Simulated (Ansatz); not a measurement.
Born–Oppenheimer molecular dynamics of AlBH₆O (9 atoms, charge 0, multiplicity 1). It starts at the highest image of a converged band. Of that band: The profile has 2 maxima (images 1, 5) with wells between them (image 2): this band takes more than one step, which may be the mechanism or a detour left from its start path. A vibrational analysis at the climbing image gives one clearly imaginary mode, 1193i cm⁻¹: a first-order saddle point.

These are results of Ansatz, RKS PBE-D4/def2-SVP, not measurements.

* ensemble: NVE (velocity Verlet)
* time step: 0.5 fs
* steps asked: 120
* starting velocities drawn for: 300 K
* seed: 8631

First frame:

```xyz
9
Properties=species:S:1:pos:R:3
B -0.107 -0.109 0.206
H 0.547 -0.006 1.386
H 0.677 0.284 -0.640
H -1.168 0.470 0.364
O -0.214 -1.673 0.296
Al -0.813 -3.133 -0.415
H -0.484 -4.465 0.389
H -1.622 -3.017 -1.780
H 0.345 -1.022 1.198
```

(1) How far do the bonds stretch over the last three quarters of this one trajectory? (Pairs bonded in most of those frames.)

## Answers

(1) 
```tsv
bond	mean (Å)	spread (Å)	shortest	longest
B1–H2	1.230	0.018	1.20	1.26
B1–H3	1.227	0.007	1.21	1.24
B1–H4	1.226	0.005	1.22	1.23
O5–Al6	1.781	0.019	1.74	1.81
O5–H9	0.989	0.051	0.91	1.07
Al6–H7	1.592	0.030	1.55	1.64
Al6–H8	1.584	0.005	1.58	1.59
```

Mean temperature of the second half: 534 K. The conserved energy stayed within 0.29 meV per atom of its start (net change 0.22 meV per atom), so the integration is sound. The kinetic energy rose, since the run started high on the potential surface and went downhill. It ends in pieces (AlH3O + BH3), so much of that is their flight and rotation, not heat. A run of 0.06 ps of so small a system gives no equilibrium averages. The orbitals stay closed-shell, which can raise the energy where a bond breaks towards radicals; this wasn't checked here.

Run time: 6.8 min on 1 thread of Intel(R) Xeon(R) Platinum 8259CL CPU @ 2.50GHz (Skylake/Cascade Lake) (shared host), peak memory 0.15 GiB.
